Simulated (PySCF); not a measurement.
The S–H bond energy of SH₆

These are results of PBE0 in PySCF with S def2-TZVP, H def2-TZVP; no relativity; density-fitted integrals, not measurements.

Each entry is the lowest minimum that a search over a few typed start shapes (and spin states, where more than one is plausible) found, or that minimum re-optimised at the stated level; isomers with ligand–ligand bonds, or fragments after loss of a ligand pair, can lie lower.

Total energies (Eh), which compare only within these settings: H atom -0.50106.

| species | 2S+1 | group | E (Eh) | ZPE (kJ/mol) |
| --- | --- | --- | --- | --- |
| SH₅ | 2 | C4v | -400.84475 | 105.5 |
| SH₆ | 1 | Oh | -401.44006 | 149.6 |

(1) What are De and D0 for SH₆ → SH₅ + H?

## Answers

(1) De = [(-400.84475) + (-0.50106) − (-401.44006)] × 2625.5 = 247 kJ/mol. The zero-point energy changes by -44.0 kJ/mol, so D0 = 203 kJ/mol.

Atoms and open shells are unrestricted, without spin–orbit or basis-set superposition corrections.
